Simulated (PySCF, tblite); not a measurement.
# C2H2F2: protonation

What do calculations give for the protonation of C2H2F2 (`F/C=C\F`)?

Programs: tblite 0.8.0 and PySCF 2.14.0, with routines of our own; each step states its level. All values are computed. Atoms count from 0.

## 1. The system as given

6 atoms, charge 0, multiplicity 1; geometry from: start built from the parent or by distance geometry.

## 2. Relaxing the molecule with GFN2-xTB

The job: settings as JSON, then the geometry in Å.

```
{"job": {"kind": "relax", "xc": "GFN2-xTB", "basis": "xTB"}, "charge": 0, "multiplicity": 1}
F      1.341200     1.072200    -0.042900
C      0.659100    -0.110600    -0.029300
C     -0.654600    -0.085300     0.013300
F     -1.280600     1.172600    -0.026400
H      1.214100    -1.060100     0.016000
H     -1.272900    -0.984900     0.026200
```

Run with:

```sh
> OMP_NUM_THREADS=1 python redox_run.py task.json out
```

The driver reads the jobs from task.json and runs them one after another.

The log of the run:

```text
step      E/eV     max force
  0    -400.32913    2.224
  1    -400.43263    1.143
  2    -400.47505    0.869
  3    -400.49651    0.540
  4    -400.51109    0.381
  5    -400.52426    0.412
  6    -400.53015    0.247
  7    -400.53135    0.083
  8    -400.53185    0.096
  9    -400.53257    0.119
 10    -400.53358    0.143
 11    -400.53440    0.112
 12    -400.53480    0.060
 13    -400.53497    0.048
 14    -400.53511    0.049
 15    -400.53519    0.029
 16    -400.53521    0.008
```

It took 0.27 s on 1 thread of AMD EPYC, shared host.

Relaxation path:

```csv
step,energy from step 0 (eV),largest force (eV/Å)
0,0.0000,2.2237
1,-0.1035,1.1430
2,-0.1459,0.8689
3,-0.1674,0.5403
4,-0.1820,0.3810
5,-0.1951,0.4116
6,-0.2010,0.2473
7,-0.2022,0.0834
8,-0.2027,0.0964
9,-0.2034,0.1185
10,-0.2044,0.1428
11,-0.2053,0.1118
12,-0.2057,0.0602
13,-0.2058,0.0481
14,-0.2060,0.0487
15,-0.2061,0.0294
16,-0.2061,0.0083
```

Close pairs (by a distance rule), those that changed most:

```
 bond  before (Å)  after (Å)  change (Å)
C2–F3       1.406      1.335      -0.071
F0–C1       1.365      1.335      -0.031
C1–H4       1.101      1.079      -0.022
C2–H5       1.092      1.079      -0.013
C1–C2       1.315      1.321      +0.006
```

The final coordinates are the input of the step that follows.

## 3. Vibrational analysis with GFN2-xTB

The job: settings as JSON, then the geometry in Å.

```
{"job": {"kind": "ir", "xc": "GFN2-xTB", "basis": "xTB"}, "charge": 0, "multiplicity": 1}
F      1.433624     0.998132    -0.045769
C      0.659169    -0.088356    -0.010953
C     -0.661219    -0.047778     0.000002
F     -1.367763     1.084544    -0.022298
H      1.219410    -1.009776     0.007065
H     -1.276977    -0.932785     0.028805
```

The log of the run:

```text
mode    cm-1     km/mol
  1     217.9      2.40
  2     449.1      0.00
  3     706.2     39.63
  4     782.9      6.30
  5     795.7      0.00
  6    1008.1     63.18
  7    1097.1    125.45
  8    1208.3     39.73
  9    1273.1     69.62
 10    1732.4     70.24
 11    3095.8      2.33
 12    3109.1     16.03
ZPE 92.565  H(298)-E 105.533  G(298)-E 24.915 kJ/mol  S 270.39 J/(mol K)
```

Run time: 0.47 s. Hardware: 1 thread of AMD EPYC, shared host.

The strongest bands and the atoms that carry them (share of the mass-weighted mode):

```
cm⁻¹  km/mol                               atoms
 706    39.6  C1 33 %, C2 33 %, F3 14 %, F0 14 %
 783     6.3  H4 38 %, H5 38 %, C1 11 %, C2 11 %
1008    63.2  C2 22 %, C1 22 %, F3 19 %, F0 19 %
1097   125.5  C1 19 %, C2 19 %, F0 17 %, F3 17 %
1208    39.7                    H4 42 %, H5 42 %
1273    69.6  H5 31 %, H4 31 %, C1 17 %, C2 17 %
1732    70.2                    C1 48 %, C2 48 %
3109    16.0                    H4 46 %, H5 45 %
```

## 4. Relaxing the molecule at PBE0-D3(BJ)/def2-SVP

The job, as its differences from that of step 3:

```diff
@@ -1,2 +1,2 @@
-{"job": {"kind": "ir", "xc": "GFN2-xTB", "basis": "xTB"}, "charge": 0, "multiplicity": 1}
+{"job": {"xc": "PBE0", "basis": "def2-SVP", "d3": "d3bj", "grid": 1, "kind": "geom"}, "charge": 0, "multiplicity": 1}
 F      1.433624     0.998132    -0.045769
```

The log of the run:

```text
step   0  E = -276.55719834  max force = 0.014606
step   1  E = -276.55783508  max force = 0.002369
step   2  E = -276.55787041  max force = 0.000396
step   3  E = -276.55792285  max force = 0.001211
step   4  E = -276.55789926  max force = 0.002546
step   5  E = -276.55792185  max force = 0.001303
step   6  E = -276.55792459  max force = 0.000511
step   7  E = -276.55792803  max force = 0.000131
optimisation converged
```

Wall time 18 s (1 thread of AMD EPYC, shared host).

The steps of the relaxation:

```csv
step,energy from step 0 (eV),largest force component (eV/Å)
0,0.0000,0.7511
1,-0.0173,0.1218
2,-0.0183,0.0204
3,-0.0197,0.0623
4,-0.0191,0.1309
5,-0.0197,0.0670
6,-0.0198,0.0263
7,-0.0199,0.0067
```

Close pairs (by a distance rule), those that changed most:

```csv
bond,before (Å),after (Å),change (Å)
C1–H4,1.079,1.092,+0.014
C2–H5,1.079,1.092,+0.014
C2–F3,1.335,1.325,-0.010
F0–C1,1.335,1.325,-0.010
C1–C2,1.321,1.329,+0.008
```

The end geometry stands in the next job.

```csv
at the end point,value
point group (found at 0.08 Å tolerance),C2v
"rotational constants (GHz, main isotopes)","21.775, 5.828, 4.597"
dipole moment (D),2.21
```

## 5. Harmonic vibrations (C2H2F2): PBE0-D3(BJ)/def2-SVP

The job: settings as JSON, then the geometry in Å.

```
{"job": {"xc": "PBE0", "basis": "def2-SVP", "d3": "d3bj", "grid": 2, "kind": "hessian"}, "charge": 0, "multiplicity": 1}
F      1.370544     1.032747    -0.294488
C      0.666736    -0.052108    -0.006532
C     -0.662347    -0.066567     0.021923
F     -1.400753     1.002916    -0.235273
H      1.259603    -0.943879     0.208794
H     -1.226216    -0.970731     0.262010
```

The log of the run:

```text
coarse grid: 5584 points
cycle   1  E = -276.4723099494  dE =  4.891e-01  |g| = 5.420e-01  |ddm| = 2.510e+00
cycle   2  E = -276.4232726853  dE =  4.904e-02  |g| = 7.750e-01  |ddm| = 1.102e+00
cycle   3  E = -276.5203411016  dE = -9.707e-02  |g| = 5.446e-02  |ddm| = 6.978e-01
cycle   4  E = -276.5209055920  dE = -5.645e-04  |g| = 8.230e-03  |ddm| = 4.294e-02
cycle   5  E = -276.5209220010  dE = -1.641e-05  |g| = 3.063e-03  |ddm| = 1.078e-02
cycle   6  E = -276.5209241110  dE = -2.110e-06  |g| = 1.617e-04  |ddm| = 2.795e-03
final grid: 56368 points
cycle   7  E = -276.5578787991  dE = -1.364e-05  |g| = 5.143e-03  |ddm| = 1.140e-02
cycle   8  E = -276.5578744437  dE =  4.355e-06  |g| = 7.333e-03  |ddm| = 9.219e-03
cycle   9  E = -276.5578842883  dE = -9.845e-06  |g| = 5.599e-04  |ddm| = 5.551e-03
cycle  10  E = -276.5578843549  dE = -6.663e-08  |g| = 4.959e-05  |ddm| = 5.984e-04
cycle  11  E = -276.5578843553  dE = -4.243e-10  |g| = 7.125e-06  |ddm| = 4.045e-05
cycle  12  E = -276.5578843553  dE = -7.276e-12  |g| = 3.710e-06  |ddm| = 9.116e-06
converged SCF energy = -276.5578843553

mode    cm-1
  1     230.5
  2     520.0
  3     788.1
  4     789.5
  5     880.3
  6    1060.2
  7    1188.6
  8    1296.9
  9    1412.3
 10    1822.1
 11    3235.7
 12    3257.4
ZPE 98.581  H(298)-E 111.154  G(298)-E 31.189 kJ/mol  S 268.20 J/(mol K)
```

Run time: 52 s. Hardware: 1 thread of AMD EPYC, shared host; peak memory 0.91 GiB.

Zero-point energy 98.58 kJ/mol (xTB gave 92.56).

## 6. Single point (C2H2F2): wB97X-D3(BJ)/def2-TZVP

Geometry: PBE0-D3(BJ)/def2-SVP.

The job: settings as JSON, then the geometry in Å.

```
{"job": {"kind": "sp", "xc": "wB97X", "basis": "def2-TZVP", "d3": "d3bj", "grid": 2}, "charge": 0, "multiplicity": 1}
F      1.370544     1.032747    -0.294488
C      0.666736    -0.052108    -0.006532
C     -0.662347    -0.066567     0.021923
F     -1.400753     1.002916    -0.235273
H      1.259603    -0.943879     0.208794
H     -1.226216    -0.970731     0.262010
```

The log of the run:

```text
coarse grid: 5584 points
cycle   1  E = -277.1468222032  dE =  5.850e-01  |g| = 6.234e-01  |ddm| = 1.866e+00
cycle   2  E = -277.1465897286  dE =  2.325e-04  |g| = 6.968e-01  |ddm| = 6.741e-01
cycle   3  E = -277.2145888672  dE = -6.800e-02  |g| = 5.023e-02  |ddm| = 3.431e-01
cycle   4  E = -277.2149875445  dE = -3.987e-04  |g| = 1.082e-02  |ddm| = 3.392e-02
cycle   5  E = -277.2150220935  dE = -3.455e-05  |g| = 2.832e-03  |ddm| = 1.769e-02
cycle   6  E = -277.2150243712  dE = -2.278e-06  |g| = 5.828e-04  |ddm| = 2.802e-03
final grid: 56368 points
cycle   7  E = -277.2163874610  dE = -4.235e-05  |g| = 6.103e-03  |ddm| = 1.783e-02
cycle   8  E = -277.2163869546  dE =  5.064e-07  |g| = 6.265e-03  |ddm| = 5.941e-03
cycle   9  E = -277.2163919030  dE = -4.948e-06  |g| = 4.136e-04  |ddm| = 2.835e-03
cycle  10  E = -277.2163919322  dE = -2.921e-08  |g| = 1.036e-04  |ddm| = 3.074e-04
cycle  11  E = -277.2163919349  dE = -2.772e-09  |g| = 1.322e-05  |ddm| = 9.850e-05
converged SCF energy = -277.2163919349
```

Wall time 5.2 s (1 thread of AMD EPYC, shared host); peak memory 0.52 GiB.

## 7. Optimising the geometry with GFN2-xTB

This step treats C₂H₃F₂+, `FCC=[F+]`.

The job: settings as JSON, then the geometry in Å.

```
{"job": {"kind": "relax", "xc": "GFN2-xTB", "basis": "xTB"}, "charge": 1, "multiplicity": 1}
F      1.386800     1.026600    -0.299800
C      0.656000    -0.043500    -0.029500
C     -0.644900    -0.074200     0.025100
F     -1.403200     1.017500    -0.255900
H      1.256400    -0.947700     0.220100
H     -1.237200    -0.972500     0.253200
H      0.808500    -0.268000    -1.044400
```

The log of the run:

```text
step      E/eV     max force
  0    -398.38041    7.230
  1    -398.95750    3.127
  2    -399.20973    1.627
  3    -399.48769    1.496
  4    -399.58072    1.078
  5    -399.63593    0.755
  6    -399.66348    0.416
  7    -399.67189    0.332
  8    -399.68067    0.302
  9    -399.68899    0.257
 10    -399.69926    0.383
 11    -399.71028    0.405
 12    -399.72417    0.450
 13    -399.74112    0.531
 14    -399.75795    0.447
 15    -399.77087    0.269
 16    -399.77672    0.178
 17    -399.77904    0.146
 18    -399.78085    0.161
 19    -399.78211    0.106
 20    -399.78271    0.076
 21    -399.78313    0.105
 22    -399.78357    0.096
 23    -399.78430    0.075
 24    -399.78465    0.079
 25    -399.78497    0.060
 26    -399.78510    0.040
 27    -399.78518    0.022
 28    -399.78523    0.031
 29    -399.78527    0.027
 30    -399.78529    0.014
 31    -399.78529    0.005
```

Run time: 0.44 s. Hardware: 1 thread of AMD EPYC, shared host.

Along the way:

```csv
step,energy from step 0 (eV),largest force (eV/Å)
0,0.0000,7.2302
1,-0.5771,3.1269
2,-0.8293,1.6266
3,-1.1073,1.4961
4,-1.2003,1.0778
5,-1.2555,0.7550
6,-1.2831,0.4162
7,-1.2915,0.3320
8,-1.3003,0.3019
9,-1.3086,0.2567
10,-1.3188,0.3826
11,-1.3299,0.4051
12,-1.3438,0.4499
13,-1.3607,0.5314
14,-1.3775,0.4470
15,-1.3905,0.2692
16,-1.3963,0.1778
17,-1.3986,0.1462
18,-1.4004,0.1609
19,-1.4017,0.1063
20,-1.4023,0.0763
21,-1.4027,0.1045
22,-1.4032,0.0955
23,-1.4039,0.0749
24,-1.4042,0.0786
25,-1.4046,0.0598
26,-1.4047,0.0395
27,-1.4048,0.0220
28,-1.4048,0.0311
29,-1.4049,0.0271
30,-1.4049,0.0141
31,-1.4049,0.0055
```

Distances of close pairs at the start and the end, largest changes first:

```csv
bond,before (Å),after (Å),change (Å)
C1–C2,1.302,1.429,+0.127
C2–F3,1.359,1.260,-0.098
C1–H6,1.051,1.122,+0.071
F0–C1,1.324,1.333,+0.009
C1–H4,1.114,1.122,+0.008
C2–H5,1.100,1.097,-0.003
```

The end geometry stands in the next job.

## 8. Vibrational analysis with GFN2-xTB

The job: settings as JSON, then the geometry in Å.

```
{"job": {"kind": "ir", "xc": "GFN2-xTB", "basis": "xTB"}, "charge": 1, "multiplicity": 1}
F      1.316411     1.113997    -0.296723
C      0.704814    -0.069751    -0.266132
C     -0.702407    -0.041711    -0.018793
F     -1.329491     1.036649     0.160017
H      1.220301    -0.729074     0.480426
H     -1.310691    -0.952987     0.029495
H      0.923405    -0.618723    -1.219418
```

The log of the run:

```text
mode    cm-1     km/mol
  1     213.8      2.69
  2     252.2     27.93
  3     571.8     53.42
  4     689.0     39.24
  5     856.0      0.26
  6     967.0      5.27
  7    1015.2      0.65
  8    1094.1    244.97
  9    1148.2    255.69
 10    1198.8     31.71
 11    1253.9     28.05
 12    1476.9    268.29
 13    2618.4    159.97
 14    2700.8    127.41
 15    2925.3     79.32
ZPE 113.533  H(298)-E 127.488  G(298)-E 43.256 kJ/mol  S 282.52 J/(mol K)
```

Run time: 0.28 s. Hardware: 1 thread of AMD EPYC, shared host.

Which atoms move in the most intense modes:

```csv
cm⁻¹,km/mol,atoms
572,53.4,"C1 30 %, H5 29 %, H6 18 %, H4 18 %"
689,39.2,"C2 33 %, C1 29 %, F0 16 %, F3 15 %"
1094,245.0,"H6 32 %, H4 32 %, F0 15 %, C1 14 %"
1148,255.7,"H6 40 %, H4 40 %"
1477,268.3,"C2 66 %, F3 20 %"
2618,160.0,"H6 46 %, H4 46 %"
2701,127.4,"H4 48 %, H6 47 %"
2925,79.3,H5 92 %
```

## 9. Optimising the geometry at PBE0-D3(BJ)/def2-SVP

This step treats C2H3F2+, `FCC=[F+]`.

The job, as its differences from that of step 8:

```diff
@@ -1,2 +1,2 @@
-{"job": {"kind": "ir", "xc": "GFN2-xTB", "basis": "xTB"}, "charge": 1, "multiplicity": 1}
+{"job": {"xc": "PBE0", "basis": "def2-SVP", "d3": "d3bj", "grid": 1, "kind": "geom"}, "charge": 1, "multiplicity": 1}
 F      1.316411     1.113997    -0.296723
```

The log of the run:

```text
step   0  E = -276.81836113  max force = 0.027536
step   1  E = -276.81986779  max force = 0.013181
step   2  E = -276.82050282  max force = 0.008626
step   3  E = -276.82064819  max force = 0.006463
step   4  E = -276.82078847  max force = 0.005508
step   5  E = -276.82094336  max force = 0.001732
step   6  E = -276.82104070  max force = 0.001658
step   7  E = -276.82107350  max force = 0.001064
step   8  E = -276.82108184  max force = 0.000139
optimisation converged
```

Run time: 22 s. Hardware: 1 thread of AMD EPYC, shared host.

Along the way:

```
step  energy from step 0 (eV)  largest force component (eV/Å)
   0                   0.0000                          1.4160
   1                  -0.0410                          0.6778
   2                  -0.0583                          0.4436
   3                  -0.0622                          0.3323
   4                  -0.0661                          0.2832
   5                  -0.0703                          0.0891
   6                  -0.0729                          0.0853
   7                  -0.0738                          0.0547
   8                  -0.0740                          0.0071
```

Distances of close pairs at the start and the end, largest changes first:

```
 bond  before (Å)  after (Å)  change (Å)
C2–F3       1.260      1.240      -0.020
C1–C2       1.429      1.442      +0.013
F0–C1       1.333      1.321      -0.012
C2–H5       1.097      1.106      +0.009
C1–H4       1.122      1.123      +0.002
C1–H6       1.122      1.122      +0.001
```

The next job starts from the end point, and lists it.

| at the end point | value |
| --- | --- |
| point group (found at 0.08 Å tolerance) | Cs |
| rotational constants (GHz, main isotopes) | 19.062, 6.069, 4.736 |

## 10. Harmonic vibrations (C₂H₃F₂+, FCC=[F+]): PBE0-D3(BJ)/def2-SVP

The job: settings as JSON, then the geometry in Å.

```
{"job": {"xc": "PBE0", "basis": "def2-SVP", "d3": "d3bj", "grid": 2, "kind": "hessian"}, "charge": 1, "multiplicity": 1}
F      1.201864     1.236527    -0.241773
C      0.699167     0.024726    -0.394692
C     -0.634719    -0.139503     0.127759
F     -1.218636     0.806986     0.676663
H      1.310065    -0.782887     0.091094
H     -1.193156    -1.092806     0.072804
H      0.656654    -0.315531    -1.463089
```

The log of the run:

```text
coarse grid: 6208 points
cycle   1  E = -276.6847013541  dE =  9.463e-01  |g| = 6.935e-01  |ddm| = 2.574e+00
cycle   2  E = -276.4665100246  dE =  2.182e-01  |g| = 1.297e+00  |ddm| = 1.496e+00
cycle   3  E = -276.7850430133  dE = -3.185e-01  |g| = 9.253e-02  |ddm| = 1.016e+00
cycle   4  E = -276.7862920148  dE = -1.249e-03  |g| = 4.111e-02  |ddm| = 1.095e-01
cycle   5  E = -276.7865832075  dE = -2.912e-04  |g| = 1.591e-02  |ddm| = 3.909e-02
cycle   6  E = -276.7866222660  dE = -3.906e-05  |g| = 3.395e-03  |ddm| = 1.284e-02
cycle   7  E = -276.7866247687  dE = -2.503e-06  |g| = 3.310e-04  |ddm| = 3.213e-03
final grid: 61744 points
cycle   8  E = -276.8210455984  dE = -1.159e-05  |g| = 3.916e-03  |ddm| = 1.060e-02
cycle   9  E = -276.8210430831  dE =  2.515e-06  |g| = 5.563e-03  |ddm| = 6.603e-03
cycle  10  E = -276.8210488278  dE = -5.745e-06  |g| = 7.358e-04  |ddm| = 3.868e-03
cycle  11  E = -276.8210489238  dE = -9.606e-08  |g| = 1.005e-04  |ddm| = 5.911e-04
cycle  12  E = -276.8210489250  dE = -1.204e-09  |g| = 6.532e-05  |ddm| = 1.095e-04
cycle  13  E = -276.8210489257  dE = -6.963e-10  |g| = 7.502e-06  |ddm| = 4.507e-05
cycle  14  E = -276.8210489258  dE = -1.023e-11  |g| = 2.705e-06  |ddm| = 8.061e-06
converged SCF energy = -276.8210489258

mode    cm-1
  1     202.9
  2     231.7
  3     573.6
  4     759.2
  5     941.1
  6    1098.0
  7    1214.9
  8    1221.5
  9    1267.6
 10    1368.3
 11    1435.8
 12    1645.3
 13    2925.0
 14    2939.2
 15    3161.1
ZPE 125.519  H(298)-E 139.289  G(298)-E 55.207 kJ/mol  S 282.01 J/(mol K)
```

It took 65 s on 1 thread of AMD EPYC, shared host; peak memory 1.1 GiB.

Zero-point energy 125.52 kJ/mol (xTB gave 113.53).

## 11. Single point (C₂H₃F₂+, FCC=[F+]): wB97X-D3(BJ)/def2-TZVP

Geometry: PBE0-D3(BJ)/def2-SVP.

The job, as its differences from that of step 10:

```diff
@@ -1,2 +1,2 @@
-{"job": {"xc": "PBE0", "basis": "def2-SVP", "d3": "d3bj", "grid": 2, "kind": "hessian"}, "charge": 1, "multiplicity": 1}
+{"job": {"kind": "sp", "xc": "wB97X", "basis": "def2-TZVP", "d3": "d3bj", "grid": 2}, "charge": 1, "multiplicity": 1}
 F      1.201864     1.236527    -0.241773
```

The log of the run:

```text
coarse grid: 6208 points
cycle   1  E = -277.3328178586  dE =  1.102e+00  |g| = 8.234e-01  |ddm| = 1.889e+00
cycle   2  E = -277.3431627693  dE = -1.034e-02  |g| = 9.478e-01  |ddm| = 9.036e-01
cycle   3  E = -277.4805099175  dE = -1.373e-01  |g| = 1.201e-01  |ddm| = 4.105e-01
cycle   4  E = -277.4823955494  dE = -1.886e-03  |g| = 2.710e-02  |ddm| = 6.876e-02
cycle   5  E = -277.4825193419  dE = -1.238e-04  |g| = 1.201e-02  |ddm| = 3.253e-02
cycle   6  E = -277.4825404939  dE = -2.115e-05  |g| = 2.900e-03  |ddm| = 7.452e-03
cycle   7  E = -277.4825424970  dE = -2.003e-06  |g| = 6.159e-04  |ddm| = 3.387e-03
final grid: 61744 points
cycle   8  E = -277.4810235656  dE = -4.287e-05  |g| = 7.535e-03  |ddm| = 1.926e-02
cycle   9  E = -277.4810216395  dE =  1.926e-06  |g| = 8.371e-03  |ddm| = 6.074e-03
cycle  10  E = -277.4810306589  dE = -9.019e-06  |g| = 4.978e-04  |ddm| = 3.117e-03
cycle  11  E = -277.4810307103  dE = -5.136e-08  |g| = 1.838e-04  |ddm| = 3.614e-04
cycle  12  E = -277.4810307177  dE = -7.407e-09  |g| = 6.408e-05  |ddm| = 1.329e-04
converged SCF energy = -277.4810307177
```

It took 6.6 s on 1 thread of AMD EPYC, shared host; peak memory 0.56 GiB.

## 12. Single point (C2H2F2): wB97X-D3(BJ)/def2-TZVP in cyclohexane

Geometry: PBE0-D3(BJ)/def2-SVP.

The job: settings as JSON, then the geometry in Å.

```
{"job": {"kind": "sp", "xc": "wB97X", "basis": "def2-TZVP", "d3": "d3bj", "grid": 2, "solvent": "cyclohexane"}, "charge": 0, "multiplicity": 1}
F      1.370544     1.032747    -0.294488
C      0.666736    -0.052108    -0.006532
C     -0.662347    -0.066567     0.021923
F     -1.400753     1.002916    -0.235273
H      1.259603    -0.943879     0.208794
H     -1.226216    -0.970731     0.262010
```

The log of the run:

```text
final grid: 56368 points
cycle   1  E = -277.2183165132  dE = -1.130e-04  |g| = 7.815e-03  |ddm| = 4.592e-02
cycle   2  E = -277.2183207147  dE = -4.202e-06  |g| = 7.974e-03  |ddm| = 1.046e-02
cycle   3  E = -277.2183290624  dE = -8.348e-06  |g| = 7.285e-04  |ddm| = 3.600e-03
cycle   4  E = -277.2183292730  dE = -2.106e-07  |g| = 2.307e-04  |ddm| = 1.887e-03
cycle   5  E = -277.2183292939  dE = -2.082e-08  |g| = 5.661e-05  |ddm| = 7.374e-04
cycle   6  E = -277.2183292948  dE = -9.686e-10  |g| = 8.968e-06  |ddm| = 1.441e-04
converged SCF energy = -277.2183292948
```

Wall time 4.4 s (1 thread of AMD EPYC, shared host); peak memory 0.54 GiB.

## 13. Single point (C₂H₃F₂+, FCC=[F+]): wB97X-D3(BJ)/def2-TZVP in cyclohexane

Geometry: PBE0-D3(BJ)/def2-SVP.

The job: settings as JSON, then the geometry in Å.

```
{"job": {"kind": "sp", "xc": "wB97X", "basis": "def2-TZVP", "d3": "d3bj", "grid": 2, "solvent": "cyclohexane"}, "charge": 1, "multiplicity": 1}
F      1.201864     1.236527    -0.241773
C      0.699167     0.024726    -0.394692
C     -0.634719    -0.139503     0.127759
F     -1.218636     0.806986     0.676663
H      1.310065    -0.782887     0.091094
H     -1.193156    -1.092806     0.072804
H      0.656654    -0.315531    -1.463089
```

The log of the run:

```text
final grid: 61744 points
cycle   1  E = -277.5384725549  dE = -3.002e-04  |g| = 1.903e-02  |ddm| = 6.557e-02
cycle   2  E = -277.5384679284  dE =  4.626e-06  |g| = 2.182e-02  |ddm| = 1.944e-02
cycle   3  E = -277.5385331138  dE = -6.519e-05  |g| = 1.186e-03  |ddm| = 8.215e-03
cycle   4  E = -277.5385335267  dE = -4.129e-07  |g| = 6.933e-04  |ddm| = 1.740e-03
cycle   5  E = -277.5385336243  dE = -9.761e-08  |g| = 2.350e-04  |ddm| = 6.199e-04
cycle   6  E = -277.5385336374  dE = -1.310e-08  |g| = 5.771e-05  |ddm| = 2.087e-04
cycle   7  E = -277.5385336389  dE = -1.511e-09  |g| = 2.125e-05  |ddm| = 7.838e-05
converged SCF energy = -277.5385336389
```

It took 7.1 s on 1 thread of AMD EPYC, shared host; peak memory 0.58 GiB.

(Part 1 of 2 ends here.)
